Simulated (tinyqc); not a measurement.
Worked calculation (part 1 of 2): RHF in the sto-3g basis, for H2O, spin multiplicity 1. Computed by tinyqc, a small Python program that keeps every step (integrals from PySCF). Settings: charge = 0, multiplicity = 1, basis = sto-3g, energy threshold = 1e-08, iteration cap = 50, orthogonalisation = symmetric, start = random, DIIS depth = 8, damping = 0.2, method = RHF. Command: `OMP_NUM_THREADS=1 python tinyqc.py 27675 27676 out.jsonl` (the two numbers bound the seeds that draw the settings). One thread of a shared host (Intel(R) Xeon(R) Processor @ 2.60GHz), about 0.06 s of CPU time with the checks. Later iterations appear only in the table of the cycle.

## One-electron integrals

Geometry (angstrom):
```
atom         x          y         z
O     0.000000   0.000000  0.000000
H     0.000000   0.785000  0.657000
H     0.000000  -0.785000  0.657000
```

Basis sto-3g: exponents (1/bohr^2) and contraction coefficients of normalised primitives:
```
element  l (shell)    exponent  coefficient
O            s (1)  130.709320     0.154329
O            s (1)   23.808861     0.535328
O            s (1)    6.443608     0.444635
O            s (2)    5.033151    -0.099967
O            s (2)    1.169596     0.399513
O            s (2)    0.380389     0.700115
O            p (3)    5.033151     0.155916
O            p (3)    1.169596     0.607684
O            p (3)    0.380389     0.391957
H            s (1)    3.425251     0.154329
H            s (1)    0.623914     0.535328
H            s (1)    0.168855     0.444635
```

Overlap, kinetic and nuclear-attraction integrals over the contracted functions; the nuclear repulsion is the sum of Za Zb / Rab.

nuclear repulsion = 8.60821862 hartree

overlap S, order 1O 1s, 1O 2s, 1O 2px, 1O 2py, 1O 2pz, 2H 1s, 3H 1s:
$$\begin{pmatrix}
1.000000 & 0.236704 & 0.000000 & 0.000000 & 0.000000 & 0.046077 & 0.046077 \\
0.236704 & 1.000000 & 0.000000 & 0.000000 & 0.000000 & 0.432241 & 0.432241 \\
0.000000 & 0.000000 & 1.000000 & 0.000000 & 0.000000 & 0.000000 & 0.000000 \\
0.000000 & 0.000000 & 0.000000 & 1.000000 & 0.000000 & 0.283362 & -0.283362 \\
0.000000 & 0.000000 & 0.000000 & 0.000000 & 1.000000 & 0.237158 & 0.237158 \\
0.046077 & 0.432241 & 0.000000 & 0.283362 & 0.237158 & 1.000000 & 0.232069 \\
0.046077 & 0.432241 & 0.000000 & -0.283362 & 0.237158 & 0.232069 & 1.000000
\end{pmatrix}$$

kinetic energy T (hartree), order 1O 1s, 1O 2s, 1O 2px, 1O 2py, 1O 2pz, 2H 1s, 3H 1s:
$$\begin{pmatrix}
29.003200 & -0.168011 & 0.000000 & 0.000000 & 0.000000 & -0.006233 & -0.006233 \\
-0.168011 & 0.808128 & 0.000000 & 0.000000 & 0.000000 & 0.099023 & 0.099023 \\
0.000000 & 0.000000 & 2.528731 & 0.000000 & 0.000000 & 0.000000 & 0.000000 \\
0.000000 & 0.000000 & 0.000000 & 2.528731 & 0.000000 & 0.180763 & -0.180763 \\
0.000000 & 0.000000 & 0.000000 & 0.000000 & 2.528731 & 0.151288 & 0.151288 \\
-0.006233 & 0.099023 & 0.000000 & 0.180763 & 0.151288 & 0.760032 & 0.004343 \\
-0.006233 & 0.099023 & 0.000000 & -0.180763 & 0.151288 & 0.004343 & 0.760032
\end{pmatrix}$$

nuclear attraction V (hartree), order 1O 1s, 1O 2s, 1O 2px, 1O 2py, 1O 2pz, 2H 1s, 3H 1s:
$$\begin{pmatrix}
-61.652350 & -7.427807 & 0.000000 & 0.000000 & -0.017423 & -1.484445 & -1.484445 \\
-7.427807 & -10.076876 & 0.000000 & 0.000000 & -0.209317 & -3.434536 & -3.434536 \\
0.000000 & 0.000000 & -9.932156 & 0.000000 & 0.000000 & 0.000000 & 0.000000 \\
0.000000 & 0.000000 & 0.000000 & -10.058141 & 0.000000 & -1.991338 & 1.991338 \\
-0.017423 & -0.209317 & 0.000000 & 0.000000 & -10.020405 & -1.732105 & -1.732105 \\
-1.484445 & -3.434536 & 0.000000 & -1.991338 & -1.732105 & -5.582435 & -1.418757 \\
-1.484445 & -3.434536 & 0.000000 & 1.991338 & -1.732105 & -1.418757 & -5.582435
\end{pmatrix}$$

core Hamiltonian H = T + V (hartree), order 1O 1s, 1O 2s, 1O 2px, 1O 2py, 1O 2pz, 2H 1s, 3H 1s:
$$\begin{pmatrix}
-32.649150 & -7.595817 & 0.000000 & 0.000000 & -0.017423 & -1.490678 & -1.490678 \\
-7.595817 & -9.268749 & 0.000000 & 0.000000 & -0.209317 & -3.335513 & -3.335513 \\
0.000000 & 0.000000 & -7.403425 & 0.000000 & 0.000000 & 0.000000 & 0.000000 \\
0.000000 & 0.000000 & 0.000000 & -7.529409 & 0.000000 & -1.810575 & 1.810575 \\
-0.017423 & -0.209317 & 0.000000 & 0.000000 & -7.491674 & -1.580816 & -1.580816 \\
-1.490678 & -3.335513 & 0.000000 & -1.810575 & -1.580816 & -4.822404 & -1.414414 \\
-1.490678 & -3.335513 & 0.000000 & 1.810575 & -1.580816 & -1.414414 & -4.822404
\end{pmatrix}$$

## Two-electron integrals

Functions are numbered as in S; the eight-fold symmetry (ij|kl) = (ji|kl) = (kl|ij) leaves the list below.

Two-electron integrals (ij|kl) in chemists' order, unique and non-zero (hartree):
```
(11|11) 4.785065    (21|11) 0.741380    (21|21) 0.136873    (22|11) 1.118947
(22|21) 0.256633    (22|22) 0.817206    (31|31) 0.024477    (32|31) 0.037809
(32|32) 0.180518    (33|11) 1.115814    (33|21) 0.256684    (33|22) 0.817023
(33|33) 0.880159    (41|41) 0.024477    (42|41) 0.037809    (42|42) 0.180518
(43|43) 0.047444    (44|11) 1.115814    (44|21) 0.256684    (44|22) 0.817023
(44|33) 0.785270    (44|44) 0.880159    (51|51) 0.024477    (52|51) 0.037809
(52|52) 0.180518    (53|53) 0.047444    (54|54) 0.047444    (55|11) 1.115814
(55|21) 0.256684    (55|22) 0.817023    (55|33) 0.785270    (55|44) 0.785270
(55|55) 0.880159    (61|11) 0.146371    (61|21) 0.026798    (61|22) 0.049935
(61|33) 0.049838    (61|41) 0.000949    (61|42) 0.001777    (61|44) 0.050013
(61|51) 0.000794    (61|52) 0.001488    (61|54) 0.000146    (61|55) 0.049961
(61|61) 0.005315    (62|11) 0.359377    (62|21) 0.083472    (62|22) 0.294686
(62|33) 0.289652    (62|41) 0.004809    (62|42) 0.036879    (62|44) 0.298367
(62|51) 0.004025    (62|52) 0.030866    (62|54) 0.007294    (62|55) 0.295757
(62|61) 0.016666    (62|62) 0.132036    (63|31) 0.008694    (63|32) 0.050757
(63|43) 0.007644    (63|53) 0.006398    (63|63) 0.018724    (64|11) 0.199551
(64|21) 0.046945    (64|22) 0.176961    (64|33) 0.168948    (64|41) 0.011062
(64|42) 0.071702    (64|44) 0.189265    (64|51) 0.001982    (64|52) 0.017530
(64|54) 0.010607    (64|55) 0.172471    (64|61) 0.009784    (64|62) 0.096313
(64|64) 0.088167    (65|11) 0.167013    (65|21) 0.039290    (65|22) 0.148106
(65|33) 0.141400    (65|41) 0.001982    (65|42) 0.017530    (65|44) 0.145609
(65|51) 0.010353    (65|52) 0.065428    (65|54) 0.011167    (65|55) 0.157143
(65|61) 0.008188    (65|62) 0.080609    (65|64) 0.058120    (65|65) 0.067367
(66|11) 0.501929    (66|21) 0.118476    (66|22) 0.479954    (66|33) 0.460605
(66|41) 0.008772    (66|42) 0.092980    (66|44) 0.494387    (66|51) 0.007342
(66|52) 0.077819    (66|54) 0.028274    (66|55) 0.484269    (66|61) 0.023862
(66|62) 0.271780    (66|64) 0.226295    (66|65) 0.189396    (66|66) 0.774606
(71|11) 0.146371    (71|21) 0.026798    (71|22) 0.049935    (71|33) 0.049838
(71|41) -0.000949   (71|42) -0.001777   (71|44) 0.050013    (71|51) 0.000794
(71|52) 0.001488    (71|54) -0.000146   (71|55) 0.049961    (71|61) 0.005237
(71|62) 0.016167    (71|64) 0.008677    (71|65) 0.007949    (71|66) 0.022911
(71|71) 0.005315    (72|11) 0.359377    (72|21) 0.083472    (72|22) 0.294686
(72|33) 0.289652    (72|41) -0.004809   (72|42) -0.036879   (72|44) 0.298367
(72|51) 0.004025    (72|52) 0.030866    (72|54) -0.007294   (72|55) 0.295757
(72|61) 0.016167    (72|62) 0.107714    (72|64) 0.054107    (72|65) 0.064000
(72|66) 0.182568    (72|71) 0.016666    (72|72) 0.132036    (73|31) 0.008694
(73|32) 0.050757    (73|43) -0.007644   (73|53) 0.006398    (73|63) 0.014794
(73|73) 0.018724    (74|11) -0.199551   (74|21) -0.046945   (74|22) -0.176961
(74|33) -0.168948   (74|41) 0.011062    (74|42) 0.071702    (74|44) -0.189265
(74|51) -0.001982   (74|52) -0.017530   (74|54) 0.010607    (74|55) -0.172471
(74|61) -0.008677   (74|62) -0.054107   (74|64) -0.012840   (74|65) -0.031437
(74|66) -0.081341   (74|71) -0.009784   (74|72) -0.096313   (74|74) 0.088167
(75|11) 0.167013    (75|21) 0.039290    (75|22) 0.148106    (75|33) 0.141400
(75|41) -0.001982   (75|42) -0.017530   (75|44) 0.145609    (75|51) 0.010353
(75|52) 0.065428    (75|54) -0.011167   (75|55) 0.157143    (75|61) 0.007949
(75|62) 0.064000    (75|64) 0.031437    (75|65) 0.052246    (75|66) 0.118848
(75|71) 0.008188    (75|72) 0.080609    (75|74) -0.058120   (75|75) 0.067367
(76|11) 0.140123    (76|21) 0.032862    (76|22) 0.126301    (76|33) 0.123224
(76|44) 0.125564    (76|51) 0.002459    (76|52) 0.022580    (76|55) 0.129978
(76|61) 0.006501    (76|62) 0.056694    (76|64) 0.035699    (76|65) 0.038905
(76|66) 0.121996    (76|71) 0.006501    (76|72) 0.056694    (76|74) -0.035699
(76|75) 0.038905    (76|76) 0.030106    (77|11) 0.501929    (77|21) 0.118476
(77|22) 0.479954    (77|33) 0.460605    (77|41) -0.008772   (77|42) -0.092980
(77|44) 0.494387    (77|51) 0.007342    (77|52) 0.077819    (77|54) -0.028274
(77|55) 0.484269    (77|61) 0.022911    (77|62) 0.182568    (77|64) 0.081341
(77|65) 0.118848    (77|66) 0.331791    (77|71) 0.023862    (77|72) 0.271780
(77|74) -0.226295   (77|75) 0.189396    (77|76) 0.121996    (77|77) 0.774606
```

## Orthogonalisation

S = U s U^T; symmetric (Loewdin) form X = U s^(-1/2) U^T, so that X^T S X = 1.

eigenvalues of S: [0.385505, 0.466770, 0.882374, 1.000000, 1.101017, 1.301161, 1.863172]

X, order 1O 1s, 1O 2s, 1O 2px, 1O 2py, 1O 2pz, 2H 1s, 3H 1s:
$$\begin{pmatrix}
1.023924 & -0.140028 & 0.000000 & 0.000000 & -0.009269 & 0.020514 & 0.020514 \\
-0.140028 & 1.198952 & 0.000000 & 0.000000 & 0.095044 & -0.257134 & -0.257134 \\
0.000000 & 0.000000 & 1.000000 & 0.000000 & 0.000000 & 0.000000 & 0.000000 \\
0.000000 & 0.000000 & 0.000000 & 1.088543 & 0.000000 & -0.199354 & 0.199354 \\
-0.009269 & 0.095044 & 0.000000 & 0.000000 & 1.051030 & -0.138543 & -0.138543 \\
0.020514 & -0.257134 & 0.000000 & -0.199354 & -0.138543 & 1.169348 & -0.082463 \\
0.020514 & -0.257134 & 0.000000 & 0.199354 & -0.138543 & -0.082463 & 1.169348
\end{pmatrix}$$

## Starting guess

The start is random orthonormal orbitals; D = 2 C_occ C_occ^T.

D at the start, order 1O 1s, 1O 2s, 1O 2px, 1O 2py, 1O 2pz, 2H 1s, 3H 1s:
$$\begin{pmatrix}
2.114351 & -0.762820 & -0.067955 & 0.084542 & -0.163468 & 0.138961 & 0.122048 \\
-0.762820 & 1.797796 & 0.087697 & 0.355219 & 0.075315 & -1.881243 & -0.420563 \\
-0.067955 & 0.087697 & 1.580615 & 0.278459 & -0.217522 & 0.230847 & -0.627454 \\
0.084542 & 0.355219 & 0.278459 & 2.220117 & 0.307029 & -0.899119 & 1.153324 \\
-0.163468 & 0.075315 & -0.217522 & 0.307029 & 1.977986 & -0.767855 & -0.709157 \\
0.138961 & -1.881243 & 0.230847 & -0.899119 & -0.767855 & 2.588968 & 0.348721 \\
0.122048 & -0.420563 & -0.627454 & 1.153324 & -0.709157 & 0.348721 & 1.748995
\end{pmatrix}$$

## Iteration 1: building the Fock matrix

J_ij = sum D_kl (ij|kl), K_ij = sum D_kl (ik|jl); F = H + J - 0.5 K; E = tr D H + tr D J / 2 - 0.25 tr D K + E_nn.

Coulomb J (hartree), order 1O 1s, 1O 2s, 1O 2px, 1O 2py, 1O 2pz, 2H 1s, 3H 1s:
$$\begin{pmatrix}
16.830394 & 3.161214 & -0.003591 & 0.029743 & -0.025576 & 0.619852 & 0.616950 \\
3.161214 & 7.840475 & -0.013738 & 0.139460 & -0.038397 & 2.873463 & 2.787072 \\
-0.003591 & -0.013738 & 7.789681 & 0.039544 & -0.025715 & -0.000725 & -0.015985 \\
0.029743 & 0.139460 & 0.039544 & 7.862680 & 0.035662 & 1.786105 & -1.633798 \\
-0.025576 & -0.038397 & -0.025715 & 0.035662 & 7.845744 & 1.461001 & 1.399172 \\
0.619852 & 2.873463 & -0.000725 & 1.786105 & 1.461001 & 5.074029 & 1.237568 \\
0.616950 & 2.787072 & -0.015985 & -1.633798 & 1.399172 & 1.237568 & 4.727447
\end{pmatrix}$$

exchange K (hartree), order 1O 1s, 1O 2s, 1O 2px, 1O 2py, 1O 2pz, 2H 1s, 3H 1s:
$$\begin{pmatrix}
9.347253 & 1.145065 & -0.074876 & 0.156854 & -0.266672 & 0.106916 & 0.132273 \\
1.145065 & 1.502487 & -0.067539 & 0.241283 & -0.563771 & 0.321591 & 0.452225 \\
-0.074876 & -0.067539 & 1.721112 & 0.383446 & -0.239751 & 0.066952 & -0.324343 \\
0.156854 & 0.241283 & 0.383446 & 1.682454 & 0.282275 & 0.441607 & -0.037619 \\
-0.266672 & -0.563771 & -0.239751 & 0.282275 & 1.762702 & 0.168322 & 0.007744 \\
0.106916 & 0.321591 & 0.066952 & 0.441607 & 0.168322 & 1.107517 & 0.258348 \\
0.132273 & 0.452225 & -0.324343 & -0.037619 & 0.007744 & 0.258348 & 0.782845
\end{pmatrix}$$

Fock matrix F (hartree), order 1O 1s, 1O 2s, 1O 2px, 1O 2py, 1O 2pz, 2H 1s, 3H 1s:
$$\begin{pmatrix}
-20.492383 & -5.007136 & 0.033847 & -0.048684 & 0.090336 & -0.924284 & -0.939865 \\
-5.007136 & -2.179517 & 0.020032 & 0.018818 & 0.034172 & -0.622845 & -0.774554 \\
0.033847 & 0.020032 & -0.474300 & -0.152179 & 0.094161 & -0.034201 & 0.146186 \\
-0.048684 & 0.018818 & -0.152179 & -0.507956 & -0.105476 & -0.245274 & 0.195586 \\
0.090336 & 0.034172 & 0.094161 & -0.105476 & -0.527280 & -0.203976 & -0.185517 \\
-0.924284 & -0.622845 & -0.034201 & -0.245274 & -0.203976 & -0.302133 & -0.306020 \\
-0.939865 & -0.774554 & 0.146186 & 0.195586 & -0.185517 & -0.306020 & -0.486379
\end{pmatrix}$$

total energy of this density = -68.09301760 hartree

This density is the starting one.

## Iteration 1: diagonalisation and new density

Diagonalise F' = X^T F X, C = X C', fill 5 alpha and 5 beta electrons from the bottom; D = 2 C_occ C_occ^T; the new density keeps 0.2 of the old one (damping). Each column has its largest component positive (the first on a tie).

F' = X^T F X (hartree):
$$\begin{pmatrix}
-20.163952 & -2.515335 & 0.033276 & -0.056910 & 0.057060 & -0.116272 & -0.135538 \\
-2.515335 & -1.199145 & -0.000568 & 0.008944 & 0.110805 & -0.184442 & -0.335091 \\
0.033276 & -0.000568 & -0.474300 & -0.129692 & 0.085041 & -0.039213 & 0.125923 \\
-0.056910 & 0.008944 & -0.129692 & -0.417566 & -0.104632 & -0.218239 & 0.153043 \\
0.057060 & 0.110805 & 0.085041 & -0.104632 & -0.471466 & -0.126048 & -0.128239 \\
-0.116272 & -0.184442 & -0.039213 & -0.218239 & -0.126048 & -0.006032 & -0.134802 \\
-0.135538 & -0.335091 & 0.125923 & 0.153043 & -0.128239 & -0.134802 & -0.180785
\end{pmatrix}$$

orbital energies (hartree): MO1 -20.494854, MO2 -1.039623, MO3 -0.668689, MO4 -0.633403, MO5 -0.268737, MO6 0.005517, MO7 0.186544

coefficients C, order 1O 1s, 1O 2s, 1O 2px, 1O 2py, 1O 2pz, 2H 1s, 3H 1s:
$$\begin{pmatrix}
0.997449 & -0.238108 & -0.037063 & 0.034187 & 0.019733 & 0.120082 & 0.002102 \\
0.012067 & 0.945808 & 0.148394 & -0.198703 & -0.087107 & -0.794385 & -0.059386 \\
-0.001654 & -0.075620 & 0.597370 & -0.408644 & 0.680999 & 0.053680 & -0.061629 \\
0.003355 & -0.045850 & 0.674679 & 0.232813 & -0.528130 & 0.121825 & -0.677599 \\
-0.002643 & -0.034838 & 0.117353 & 0.772500 & 0.401648 & -0.614482 & -0.038916 \\
-0.005733 & -0.042864 & 0.159290 & 0.126921 & -0.025282 & 0.632965 & 1.027138 \\
-0.002253 & 0.182642 & -0.142083 & 0.238539 & 0.150565 & 0.927945 & -0.710948
\end{pmatrix}$$

D after iteration 1, order 1O 1s, 1O 2s, 1O 2px, 1O 2py, 1O 2pz, 2H 1s, 3H 1s:
$$\begin{pmatrix}
2.110122 & -0.516052 & -0.023697 & -0.004219 & 0.024337 & 0.031671 & -0.022540 \\
-0.516052 & 1.901621 & 0.079911 & 0.161502 & -0.311420 & -0.440233 & 0.061678 \\
-0.023697 & 0.079911 & 1.905436 & -0.021587 & 0.005435 & 0.093087 & -0.275293 \\
-0.004219 & 0.161502 & -0.021587 & 1.708710 & 0.138990 & 0.063883 & 0.025504 \\
0.024337 & -0.311420 & 0.005435 & 0.138990 & 1.632508 & 0.019379 & 0.212912 \\
0.031671 & -0.440233 & 0.093087 & 0.063883 & 0.019379 & 0.588180 & 0.063377 \\
-0.022540 & 0.061678 & -0.275293 & 0.025504 & 0.212912 & 0.063377 & 0.562793
\end{pmatrix}$$

## Iteration 2: building the Fock matrix

As before.

Coulomb J (hartree), order 1O 1s, 1O 2s, 1O 2px, 1O 2py, 1O 2pz, 2H 1s, 3H 1s:
$$\begin{pmatrix}
17.732954 & 3.357564 & 0.001714 & 0.008714 & -0.011666 & 0.657543 & 0.656694 \\
3.357564 & 8.365510 & 0.008563 & 0.029556 & -0.009763 & 2.979067 & 2.972248 \\
0.001714 & 0.008563 & 8.350127 & 0.003583 & -0.001816 & 0.002780 & 0.000545 \\
0.008714 & 0.029556 & 0.003583 & 8.367559 & 0.004175 & 1.782966 & -1.766365 \\
-0.011666 & -0.009763 & -0.001816 & 0.004175 & 8.355286 & 1.487758 & 1.486196 \\
0.657543 & 2.979067 & 0.002780 & 1.782966 & 1.487758 & 4.876462 & 1.271772 \\
0.656694 & 2.972248 & 0.000545 & -1.766365 & 1.486196 & 1.271772 & 4.880425
\end{pmatrix}$$

exchange K (hartree), order 1O 1s, 1O 2s, 1O 2px, 1O 2py, 1O 2pz, 2H 1s, 3H 1s:
$$\begin{pmatrix}
9.710204 & 1.578512 & -0.014153 & 0.034461 & -0.053339 & 0.299132 & 0.304725 \\
1.578512 & 2.486290 & 0.010712 & 0.086060 & -0.185098 & 0.848682 & 0.942005 \\
-0.014153 & 0.010712 & 2.180229 & 0.047078 & -0.022404 & 0.029431 & -0.088678 \\
0.034461 & 0.086060 & 0.047078 & 2.092919 & 0.078257 & 0.557772 & -0.470022 \\
-0.053339 & -0.185098 & -0.022404 & 0.078257 & 2.072919 & 0.397842 & 0.431718 \\
0.299132 & 0.848682 & 0.029431 & 0.557772 & 0.397842 & 0.850354 & 0.359200 \\
0.304725 & 0.942005 & -0.088678 & -0.470022 & 0.431718 & 0.359200 & 0.962525
\end{pmatrix}$$

Fock matrix F (hartree), order 1O 1s, 1O 2s, 1O 2px, 1O 2py, 1O 2pz, 2H 1s, 3H 1s:
$$\begin{pmatrix}
-19.771298 & -5.027509 & 0.008791 & -0.008516 & -0.002420 & -0.982700 & -0.986347 \\
-5.027509 & -2.146384 & 0.003207 & -0.013474 & -0.126531 & -0.780787 & -0.834268 \\
0.008791 & 0.003207 & -0.143412 & -0.019955 & 0.009386 & -0.011935 & 0.044884 \\
-0.008516 & -0.013474 & -0.019955 & -0.208310 & -0.034954 & -0.306495 & 0.279222 \\
-0.002420 & -0.126531 & 0.009386 & -0.034954 & -0.172847 & -0.291979 & -0.310479 \\
-0.982700 & -0.780787 & -0.011935 & -0.306495 & -0.291979 & -0.371119 & -0.322242 \\
-0.986347 & -0.834268 & 0.044884 & 0.279222 & -0.310479 & -0.322242 & -0.423241
\end{pmatrix}$$

total energy of this density = -73.11269476 hartree

This density is a damped mixture and is not idempotent.

## Iteration 2: DIIS over 2 matrices

error matrix X^T (FDS - SDF) X:
$$\begin{pmatrix}
0.000000 & 1.689339 & 0.237861 & -0.554743 & 0.860871 & 0.953477 & 0.027816 \\
-1.689339 & 0.000000 & 0.067025 & -0.299007 & 0.249473 & 0.321777 & -0.106428 \\
-0.237861 & -0.067025 & 0.000000 & 0.086358 & -0.035256 & 0.001575 & -0.016184 \\
0.554743 & 0.299007 & -0.086358 & 0.000000 & 0.068903 & 0.462182 & -0.290410 \\
-0.860871 & -0.249473 & 0.035256 & -0.068903 & 0.000000 & 0.166065 & 0.103857 \\
-0.953477 & -0.321777 & -0.001575 & -0.462182 & -0.166065 & 0.000000 & -0.195004 \\
-0.027816 & 0.106428 & 0.016184 & 0.290410 & -0.103857 & 0.195004 & 0.000000
\end{pmatrix}$$

B (overlaps of the stored error matrices):
$$\begin{pmatrix}
2.3977881e+02 & 4.9716395e+01 \\
4.9716395e+01 & 1.1056464e+01
\end{pmatrix}$$

Minimise |sum c_i e_i|^2 with sum c_i = 1: solve [B -1; -1 0][c; lambda] = [0; -1] with B_ij = tr e_i^T e_j, and take F = sum c_i F_i.

DIIS coefficients: [-0.255345, 1.255345]

extrapolated F (hartree), order 1O 1s, 1O 2s, 1O 2px, 1O 2py, 1O 2pz, 2H 1s, 3H 1s:
$$\begin{pmatrix}
-19.587173 & -5.032711 & 0.002393 & 0.001741 & -0.026104 & -0.997617 & -0.998216 \\
-5.032711 & -2.137923 & -0.001089 & -0.021720 & -0.167566 & -0.821117 & -0.849515 \\
0.002393 & -0.001089 & -0.058922 & 0.013807 & -0.012260 & -0.006250 & 0.019017 \\
0.001741 & -0.021720 & 0.013807 & -0.131797 & -0.016946 & -0.322128 & 0.300577 \\
-0.026104 & -0.167566 & -0.012260 & -0.016946 & -0.082344 & -0.314451 & -0.342387 \\
-0.997617 & -0.821117 & -0.006250 & -0.322128 & -0.314451 & -0.388734 & -0.326384 \\
-0.998216 & -0.849515 & 0.019017 & 0.300577 & -0.342387 & -0.326384 & -0.407119
\end{pmatrix}$$
